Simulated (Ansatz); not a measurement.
Reaction (isomerisation): `NC1=C(F)C1` → `NC1(F)C=C1`

Program: Ansatz. Geometries: PBE0-D4/def2-TZVP. ΔE: electronic, gas phase. CCSD(T)/CBS is the MP2 limit (def2-TZVPP, def2-QZVPP) plus CCSD(T) − MP2 in def2-TZVPP, frozen cores. Functionals use def2-TZVPP. HSE06 is defined as in plane-wave codes. Each species was taken in one conformer, which may not be the lowest.

(1) Is it downhill or uphill in electronic energy at CCSD(T)/CBS, and by how much? (Estimate.)

(2) What do these levels give: LDA (SPW92), revPBE-D4, BLYP-D4, PBE0-D4, r2SCAN0-D4, revPBE, BLYP, HSE06, LC-ωPBE, MP2/def2-SVP, HF/def2-QZVPP, MP2/def2-QZVPP? (An estimate is asked.)

Largest T1 diagnostic among the species: 0.012.

## Answers

(1) The calculation gave: Downhill: ΔE = -57.5 kJ/mol.

(2) Computed: LDA (SPW92) -35.5, revPBE-D4 -38.6, BLYP-D4 -41.7, PBE0-D4 -42.6, r2SCAN0-D4 -49.7, revPBE -34.6, BLYP -39.5, HSE06 -41.6, LC-ωPBE -50.2, MP2/def2-SVP -47.3, HF/def2-QZVPP -60.1, MP2/def2-QZVPP -54.1 kJ/mol.

From PBE to PBE0 (25 % exact exchange), in def2-TZVPP and without D4, ΔE moves by −6.1 kJ/mol. In def2-TZVPP, CCSD(T) changes the Hartree–Fock value by +6.9 kJ/mol (the triples alone add +1.4 kJ/mol) and MP2 by +8.5 kJ/mol.
